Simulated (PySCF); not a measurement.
**O: electron affinity**

O⁻ [He] 2s2 2p5 (2P) → O [He] 2s2 2p4 (3P), as a difference of total energies. Computed with PySCF 2.14 in aug-cc-pVDZ, with the non-relativistic Hamiltonian (point nucleus). Correlated levels: valence: 1s2 frozen. The calculations carry no spin-orbit coupling.

```csv
method,electron affinity (eV)
UHF,-0.523
LDA,2.037
PBE,1.759
PBE0,1.394
r2SCAN,1.517
BP86,1.892
M06-2X,1.343
MP2 (valence),1.269
SCS-MP2 (valence),1.208
```

Q: Estimate what PW91 gives.

A: 1.817 eV, closest to PBE among the rows shown.

Q: Estimate what wB97M-V gives.

A: 1.512 eV, closest to r2SCAN among the rows shown.

Errors of the correlated levels include the incompleteness of this basis and the frozen core.

A negative affinity means that the anion lies above the atom at that level of theory.

In the anion the highest occupied orbital energy is positive at LDA, PBE, PBE0, r2SCAN, BP86, PW91, a self-interaction effect; the basis confines that electron, and the energy difference can still be sensible.

For comparison: 1.461 eV (measured; photodetachment measurements, as compiled on the Wikipedia data page of electron affinities).
